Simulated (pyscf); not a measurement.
F–SiH₂–NH–SiH₃ + hydrogen (H₂) → H₃Si–NH–SiH₃ + hydrogen fluoride (HF) (four-centre exchange; singlet surface; F–Si, H–H broken, H–Si, F–H formed). Structures and frequencies: ωB97X-D3(BJ)/def2-SVP in PySCF. Energies in kcal/mol from the separated reactants.

| level | barrier | reaction energy |
|---|---|---|
| r²SCAN/def2-TZVP | 53.8 | +35.0 |
| B3LYP-D3(BJ)/def2-TZVP | [?] | [?] |
| PBE0-D3(BJ)/def2-TZVP | 53.0 | +31.4 |
| M06-2X/def2-TZVP | [?] | +35.4 |
| ωB97M-D3(BJ)/def2-TZVP | 56.5 | +33.3 |
| HF/def2-TZVP | 74.9 | +32.3 |

Question: Complete the blanks.

Answer: 
- B3LYP-D3(BJ)/def2-TZVP, barrier: 57.0
- B3LYP-D3(BJ)/def2-TZVP, reaction energy: +33.9
- M06-2X/def2-TZVP, barrier: 60.2

The functionals in the table span 7.2 kcal/mol in this barrier, from PBE0-D3(BJ) to M06-2X. One saddle was located; it need not be the lowest between these sides.
